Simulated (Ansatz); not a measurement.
# CH₆Si (singlet): wave-function methods side by side, 6-31G

The task here is to estimate one member of a computed series from the others.

The runs use Ansatz 0.2.0, Gaussian basis; 6-31G, core rule «outside noble gas», up to 6 orbitals frozen.

Plan: UHF; CCSD(T) on RHF; BCCD(T) on RHF; CISD; CCSDT(Q) on RHF; CISDTQ; CCSDTQ on RHF; CASSCF and MRCISD+Q, 8 electrons in 8 orbitals; CASSCF and NEVPT2, 8 electrons in 8 orbitals.

19 further runs of the same task are left out: 2 that didn't finish, 17 set aside as unsound or not needed.

### The geometry

The geometry is an MP2(full)/6-31G* stationary point (not a proven minimum).

8 atoms, charge 0, spin multiplicity 1.

Atoms are counted from 1 here; the program's logs count them from 0.

Bond lengths: C1–Si2 1.880 Å, C1–H3 1.092 Å, C1–H4 1.092 Å, C1–H5 1.092 Å, Si2–H6 1.486 Å, Si2–H7 1.486 Å, Si2–H8 1.486 Å. Angles: Si2–C1–H3 111.0°, Si2–C1–H4 111.0°, Si2–C1–H5 111.0°, H3–C1–H4 107.9°, H3–C1–H5 107.9°, H4–C1–H5 107.9°, C1–Si2–H6 110.6°, C1–Si2–H7 110.6°, C1–Si2–H8 110.6°, H6–Si2–H7 108.3°, H6–Si2–H8 108.3°, H7–Si2–H8 108.3°.

The first run:

Input file in.yaml:

```yaml
crystal:
  periodic: [false, false, false]
  atoms:
    - {symbol: C, position_ang: [0.000000, 0.000000, -1.276165]}
    - {symbol: Si, position_ang: [0.000000, 0.000000, 0.604004]}
    - {symbol: H, position_ang: [0.000000, -1.019762, -1.668062]}
    - {symbol: H, position_ang: [-0.883140, 0.509881, -1.668062]}
    - {symbol: H, position_ang: [0.883140, 0.509881, -1.668062]}
    - {symbol: H, position_ang: [0.000000, 1.391234, 1.126983]}
    - {symbol: H, position_ang: [-1.204844, -0.695617, 1.126983]}
    - {symbol: H, position_ang: [1.204844, -0.695617, 1.126983]}
basis:
  gaussian: {orbitals: 6-31G}
magnetization: {spin_polarized: true, initial_magnetization: 0}
hamiltonian: {xc: hf}
output: {orbitals: {seedname: orbitals}}
```

On the command line:

```bash
$ ansatz run in.yaml --threads 1 --pin off --events-out ev --progress --plain --max-ram 4160MiB --backend cpu
```

Among the steps run: UHF; CCSD(T) on RHF; BCCD(T) on RHF; CISD; CCSDT(Q) on RHF; CISDTQ; CCSDTQ on RHF; CASSCF and MRCISD+Q, 8 electrons in 8 orbitals; CASSCF and NEVPT2, 8 electrons in 8 orbitals.

One table of the session follows, with a row left open; its other results are not shown here.

```
           method  from RCCSDTQ (meV)
              RHF             +5124.1
             RMP2                   ?
             CISD              +470.6
            RCCSD              +102.5
         RCCSD(T)               +18.3
          BCCD(T)               +18.0
           RCCSDT                +4.4
           CISDTQ               +26.4
        RCCSDT(Q)                 0.0
          RCCSDTQ                   0
  CASSCF frontier             +2849.9
  NEVPT2 frontier              +778.1
  MRCISD frontier              +163.2
MRCISD+Q frontier                +2.4
```

Estimate the missing values for RMP2.

The run gave: from RCCSDTQ (meV): +1020.7. In the column «from RCCSDTQ (meV)» it lies between NEVPT2 frontier (+778.1) and CASSCF frontier (+2849.9).
